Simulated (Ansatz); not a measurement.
A nudged elastic band was laid between two geometries of CH$_{5}$N$_{2}$ (8 atoms, charge 0, multiplicity 2).

These are results of UKS B3LYP-D4/def2-SVPD in Ansatz, not measurements.

```yaml
movable_images: 7
climbing_image: yes
spring: 5.0 eV/Å²
optimiser: quadratic models (default)
start_path: through a guess of the saddle point
force_threshold: 0.05 eV/Å
iteration_limit: 60
end_points: relaxed
```

Initial state:

```xyz
8
Properties=species:S:1:pos:R:3
N -0.654 0.696 -0.768
C 0.133 0.340 0.350
N 0.768 -0.920 0.261
H -1.343 -0.005 -1.031
H -1.119 1.590 -0.652
H 0.784 1.142 0.710
H 1.292 -1.156 1.096
H 0.139 -1.686 0.035
```

Final state:

```xyz
8
Properties=species:S:1:pos:R:3
N -0.939 0.554 -0.520
C 0.138 0.339 0.354
N 0.658 -0.961 0.295
H -0.778 0.284 -1.494
H -1.342 1.481 -0.468
H 0.878 1.128 0.541
H 1.433 -1.138 0.923
H -0.049 -1.688 0.368
```

Question: What changes between the two ends?

Answer: No bond is made or broken. The height of N1 over the plane of its neighbours goes from 0.32 to -0.29 Å.

Question: What energy profile does the band end with?

Answer: The run converged. The highest image is number 5 of 0 to 8, 0.5 kcal/mol above the first end and 1.7 kcal/mol above the last; the last end lies 1.3 kcal/mol below the first. A structure lower than the first end lies on the path between it and the top, so the climb from that side starts below the end, which may itself be a saddle point or a shallow side well. A vibrational analysis at the climbing image gives one clearly imaginary mode, 439i cm⁻¹: a first-order saddle point.

| image | path coordinate (Å) | energy (kcal/mol) | height of N1 over the plane of its neighbours (Å) |
| --- | --- | --- | --- |
| 0 | 0.00 | 0.0 | 0.32 |
| 1 | 0.22 | 0.0 | 0.32 |
| 2 | 0.45 | -0.1 | 0.31 |
| 3 | 0.67 | -0.1 | 0.29 |
| 4 | 0.89 | -0.1 | 0.27 |
| 5 | 1.12 | 0.5 | 0.06 |
| 6 | 1.24 | 0.0 | -0.08 |
| 7 | 1.37 | -0.9 | -0.21 |
| 8 | 1.50 | -1.3 | -0.29 |

Question: What is the geometry of the highest image?

Answer: 
```xyz
8
Properties=species:S:1:pos:R:3
N -0.754 0.713 -0.629
C 0.171 0.373 0.356
N 0.632 -0.955 0.277
H -0.868 0.130 -1.448
H -1.437 1.439 -0.482
H 0.930 1.111 0.644
H 1.420 -1.155 0.880
H -0.095 -1.657 0.403
```

Time of the run: 2.2 min on 2 threads of Arm Neoverse V1, on a shared host, peak memory 0.19 GiB.
